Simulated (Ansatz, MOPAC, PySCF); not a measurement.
Species: methanethiol, CH₄S, net charge 0, singlet state. SMILES: CS
Geometry from a B3LYP-D3(BJ)/def2-TZVP (Ansatz, a first-principles code) optimisation:
```xyz
6

C     -0.0402     1.1565     0.0077
S     -0.0524    -0.6664    -0.0048
H      1.2792    -0.8404     0.0008
H     -1.0838     1.4664     0.0045
H      0.4371     1.5427     0.9058
H      0.4463     1.5550    -0.8800
```

Quantity: size of the dipole moment, in D. Set-up: 6-31G* and kin with 6d, 5d where marked; non-relativistic; no spin-orbit coupling; 6-311+G** with 5d, 6d on Na to Ar in Ansatz; no dispersion term unless named. First-principles rows: single points at B3LYP-D3(BJ) geometries (Ansatz). Semi-empirical rows: dipoles at the shared geometry.

Measured values: NIST CCCBDB, as tabulated in the package chemicals; dipoles are vibrational averages. 

Value to compare with, the measured value: 1.52 D.

| level | program | size of the dipole moment (D) | error |
|---|---|---|---|
| AM1 | MOPAC | 1.91 | 0.39 |
| PBE/STO-3G | Ansatz | 0.97 | -0.55 |
| PBE/3-21G | Ansatz | 1.96 | 0.44 |
| PBE/6-31G* | Ansatz | 1.78 | 0.26 |
| BLYP/6-31G* | Ansatz | 1.72 | 0.20 |
| BP86/def2-SVP | PySCF | 1.53 | 0.01 |
| B3LYP/6-31G | Ansatz | 2.01 | 0.49 |
| B3LYP/6-31G* | Ansatz | 1.74 | 0.22 |
| B3LYP/6-31G** | Ansatz | 1.72 | 0.20 |
| B3LYP/def2-SVP | Ansatz | 1.49 | -0.03 |
| B3LYP/cc-pVDZ | Ansatz | 1.51 | -0.01 |
| PBE0/6-311+G** | Ansatz | 1.76 | 0.24 |
| M06-2X/6-31G* (5d) | PySCF | 1.74 | 0.22 |
| B3PW91/6-31G* (5d) | PySCF | 1.78 | 0.26 |

Among the 14 habitual levels, PBE/STO-3G lies farthest from the measured value (-0.55 D); 11 of 14 lie above it, and their mean absolute error is 0.25 D, the median 0.23. One case shows no general order.

The levels are drawn from those run, B3LYP/6-31G* more often than the rest, none by its result; runs whose electronic state is in doubt are left out.
